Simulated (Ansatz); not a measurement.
Input for Ansatz (development build ahead of 0.2.0):

```yaml
crystal:
  periodic: [false, false, false]
  atoms:
    - { symbol: B, position_ang: [0.0, 0.0, 0.0] }
    - { symbol: O, position_ang: [0.0, 0.0, 1.205] }
basis:
  gaussian: { orbitals: def2-SVP }
magnetization:
  initial_magnetization: 1
hamiltonian:
  xc: hf
correlation:
  method: ccsd_t
  frozen_orbitals: { B: 1, O: 1 }
scf:
  omitted_lower_state_checks: [stability, starts, atomic_configurations, cluster_reference, orbital_swaps, given_window_search, neighbouring_geometries, increment]
```

The input is written out in the form of the current development build from the run's settings. Correlation on restricted open-shell orbitals is semicanonical, with singles.

The run gave:

| Item | Value |
| --- | --- |
| Converged | yes |
| Reference energy | -99.43783 hartree |
| Correlation energy | -0.25739 hartree |
| Total energy | -99.69522 hartree |
